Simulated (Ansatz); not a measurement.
A relaxed structure of V. Space group Im-3m (No. 229), bcc (W type). Computed with r2SCAN (plane waves to 500 eV, PAW, scalar-relativistic; Ansatz, an electronic-structure program).

Space group Im-3m (No. 229); a = b = c = 2.9847 Å, α = β = γ = 90.00°

| atom | site | symmetry | x | y | z |
|---|---|---|---|---|---|
| V | 2a | m-3m | 0.0000 | 0.0000 | 0.0000 |
(The calculation used a cell of 1 atom; values per cell refer to that cell.)

What magnetic moment does r2SCAN give?

Zero (the starting moments vanished).

No spin polarisation in the result: the starting moments vanished.

Measured for V: a 3.021 Å (static lattice; corrected from measurement; as listed in Daniel Mejia-Rodriguez, S. B. Trickey, Phys. Rev. B (2018)). Computed minus measured — a: r2SCAN -1.2 %. The computed values are for a static lattice.

The run could not lose the symmetry of its start.
